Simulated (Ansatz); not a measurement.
For zinc-blende GaAs, PBE-D3(BJ) (plane waves, PAW; Ansatz, a program for electronic structure) gives:

| Item | Result |
|---|---|
| elastic constant C11 | 107 GPa |
| elastic constant C44 | 54.7 GPa |
| Voigt–Reuss–Hill shear modulus | 42.6 GPa |

What does Hartree–Fock (Ansatz, PAW) give for the same quantities?


- elastic constant C11: 136 GPa (increases by 27 %)
- elastic constant C44: 71.5 GPa (rises by 31 %)
- Voigt–Reuss–Hill shear modulus: 58.0 GPa (grows by 36 %)

For comparison: elastic constant C11 119 GPa (measured, temperature not stated, not corrected to a static lattice; as tabulated in Bastos et al. (2018), arXiv:1801.07526); elastic constant C44 60 GPa (measured, temperature not stated, no zero-point or thermal correction; as tabulated in Råsander and Moram (2015), arXiv:1505.02379).

Changes are worked out from the printed values.

Unless a cell is named, each level is at its own relaxed cell (PBE-D3(BJ) 22.85, Hartree–Fock 23.83 Å³/atom).

Caveats: the dispersion coefficients are held fixed in the derivatives (PBE-D3(BJ)). Ansatz's density-functional and Hartree–Fock values are scalar-relativistic unless marked +SOC, with PAW data made under PBE.
